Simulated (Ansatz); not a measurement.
**CH4O (triplet): the correlation ladder at distance O1–H3 along a hydrogen transfer = 1.369 Å, cc-pVDZ**

The task here is to estimate one member of a computed series from the others.

Computed with Ansatz 0.2.0, Gaussian basis. Level: cc-pVDZ, core rule «outside noble gas», up to 2 orbitals frozen.

The runs, in order: UHF; CCSD(T) on ROHF; CCSD(T) on UHF; BCCD(T) on ROHF; CISD; CCSDT(Q) on ROHF; CCSDT(Q) on UHF; CASSCF and MRCISD+Q, 4 electrons in 4 orbitals; CASSCF and NEVPT2, 4 electrons in 4 orbitals.

5 further runs of the same task are left out: 5 that didn't finish.

## What is computed

The geometry derives from fragments relaxed apart (PBE0/def2-TZVP) and kept rigid, so it is no stationary point. A hydrogen atom is moved between rigid fragments.

6 atoms, charge 0, spin multiplicity 3.

Atoms are counted from 1 here; the program's logs count them from 0.

Bond lengths: O1–H2 0.960 Å, H3–C4 1.254 Å, C4–H5 1.079 Å, C4–H6 1.079 Å. Angles: H3–C4–H5 112.6°, H3–C4–H6 112.6°, H5–C4–H6 134.8°.

The first run:

in.yaml

```yaml
crystal:
  periodic: [false, false, false]
  atoms:
    - {symbol: O, position_ang: [-1.209537, -0.029147, 0.000000]}
    - {symbol: H, position_ang: [-1.458847, 0.897428, 0.000000]}
    - {symbol: H, position_ang: [0.159463, -0.029147, 0.000000]}
    - {symbol: C, position_ang: [1.413463, -0.029147, 0.000000]}
    - {symbol: H, position_ang: [1.827931, -0.029147, 0.996161]}
    - {symbol: H, position_ang: [1.827931, -0.029147, -0.996161]}
basis:
  gaussian: {orbitals: cc-pVDZ}
magnetization: {spin_polarized: true, initial_magnetization: 2}
hamiltonian: {xc: hf}
output: {orbitals: {seedname: orbitals}}
```

On the command line:

```
$ ansatz run in.yaml --threads 1 --pin off --events-out ev --progress --plain --max-ram 2393MiB
```

Among the steps run: UHF; CCSD(T) on ROHF; CCSD(T) on UHF; BCCD(T) on ROHF; CISD; CCSDT(Q) on ROHF; CCSDT(Q) on UHF; CASSCF and MRCISD+Q, 4 electrons in 4 orbitals; CASSCF and NEVPT2, 4 electrons in 4 orbitals.

One of the session's tables, all rows but one given; the rest of the session is left out.

```
       method  from UCCSDT(Q) (meV)
         ROHF               +9657.5
          UHF               +9233.3
         RMP2               +1263.4
         UMP2               +1244.9
         CISD               +1032.7
        RCCSD                +223.5
        UCCSD                +213.5
     RCCSD(T)                 +39.2
     UCCSD(T)                 +38.5
      BCCD(T)                 +39.2
       RCCSDT                 +17.4
       UCCSDT                 +15.8
    RCCSDT(Q)                     ?
    UCCSDT(Q)                     0
  CASSCF pair               +8905.3
  NEVPT2 pair               +1114.6
  MRCISD pair                +867.6
MRCISD+Q pair                +135.0
```

**Question.** Estimate the row for RCCSDT(Q).

**Answer.** from UCCSDT(Q) (meV): +1.1. In the column «from UCCSDT(Q) (meV)» it lies between UCCSDT(Q) (0) and UCCSDT (+15.8).

Caveats from the session: Restricted and unrestricted rows rest on different reference determinants; where their highest levels disagree by more than a few hundredths of an eV, they describe different states and don't form one ladder.
